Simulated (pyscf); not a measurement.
Structures and frequencies: ωB97X-D3(BJ)/def2-SVP in PySCF. MP2 and CC: frozen core, UHF for open shells. ΔMP2 is the change of the MP2 total energy from the triple- to the quadruple-zeta basis.

SMILES: [NH2][In]([NH2])[Cl]
```xyz
8

N     -0.4609    -1.3349    -0.2066
In    -0.3532     0.6594    -0.4485
N      0.3221     1.7069    -2.0280
Cl    -1.1194     1.9425     1.3585
H     -0.5551    -1.9189    -1.0325
H     -1.0887    -1.6688     0.5195
H      1.0269     1.2829    -2.6243
H      0.5644     2.6784    -1.8538
```
Charge 0, spin multiplicity 1.

**Question.** What is the homolytic dissociation enthalpy (298 K, CCSD(T)/def2-TZVPP + ΔMP2(QZVPP)) of the In–N bond of `[NH2][In]([NH2])[Cl]`, to NH₂• + [H₂N–In–Cl]•?

**Answer.** In–N to NH₂• + [H₂N–In–Cl]•: 72.3 kcal/mol. The radicals are drawn with the spin at the cut bond; how far it spreads was not checked. Other isomers of [H₂N–In–Cl]• were not searched in full and may lie lower. The CCSD(T) − MP2 part came from Ansatz, without density fitting, on the same reference. The frozen core leaves the outer d or s,p core shells of the metals and heavy elements correlated in the MP2 and CC values, and def2-TZVPP describes them poorly, which can shift differences by a few kcal/mol. Elements past Kr carry the def2 core potentials, without spin-orbit coupling.
